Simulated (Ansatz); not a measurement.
Molecule: C₂H₃O₂, charge 0, multiplicity 2. It need not be the lowest isomer of its formula. 
Coordinates optimised at B3LYP-D3(BJ)/def2-TZVP (Ansatz, an electronic-structure program):
```
O
C 1 1.3604
O 2 1.1951 1 125.32
C 1 1.3612 2 118.71 3 0.00
H 4 1.0748 1 114.14 2 180.00
H 4 1.0762 5 126.70 1 -180.00
H 2 1.0948 3 126.24 1 180.00
```
Charge 0, spin multiplicity 2.

Computed values are from Ansatz. Cores are frozen in the correlated levels unless marked. UHF or UKS for open shells. Spin-orbit coupling is left out. No relativistic terms. CBS(X,Y): correlation extrapolated as X^-3; Hartree-Fock from the larger set. [CCSD(T)-MP2]/basis is that difference in the basis named.

```
Item                                                                                Result
---------------------  -------------------------------------------------------------------
atomisation energy De  677.3 kcal/mol at RI-MP2/CBS(cc-pVTZ,cc-pVQZ)+[CCSD(T)-MP2]/cc-pVTZ
total energy             -228.1708 Eh at RI-MP2/CBS(cc-pVTZ,cc-pVQZ)+[CCSD(T)-MP2]/cc-pVTZ
dipole moment                                                1.60 D at CCSD(T)/aug-cc-pVDZ
T1 diagnostic                                                        0.019 at CCSD/cc-pVTZ
```
